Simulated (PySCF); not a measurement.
**Working with the constants of MgH**

UHF-CCSD(T) constants of MgH, ²Σ⁺ (doublet), unpaired electrons σ ↑ (PySCF, no relativity, basis sets Mg cc-pVTZ, H cc-pVTZ; masses 23.9850 and 1.0078 u):

| Item | Value |
| --- | --- |
| ωe | 1542.0 cm⁻¹ |
| ωexe | 33.7 cm⁻¹ |
| Be | 5.7971 cm⁻¹ |
| αe | 0.169 cm⁻¹ |
| D (centrifugal) | 0.000328 cm⁻¹ |
| De to Mg + H | 1.39 eV |

Problem. Give the vibrational terms G(v) and spacings up to v = 5.

Solution. G(v) = ωe(v+½) − ωexe(v+½)².

```
v  G(v) (cm⁻¹)  G(v) − G(v−1)  Bv (cm⁻¹)
0          763                     5.713
1         2237           1475      5.544
2         3644           1407      5.375
3         4984           1340      5.206
4         6257           1272      5.037
5         7462           1205      4.868
```

Problem. How well does the Morse estimate ωe²/(4ωexe) reproduce De, and what is D0?

Solution. It gives 2.19 eV, 157 % of the computed De. D0 = De − G(0) = 1.39 − 0.09 = 1.30 eV.

Measured values (Huber and Herzberg, Constants of Diatomic Molecules (1979)): ωe = 1495.2 cm⁻¹, ωexe = 31.889 cm⁻¹, Be = 5.8257 cm⁻¹, αe = 0.1859 cm⁻¹.

Correlated steps freeze 1 core orbital. The state was picked by a PBE0 search and need not be the measured ground state.
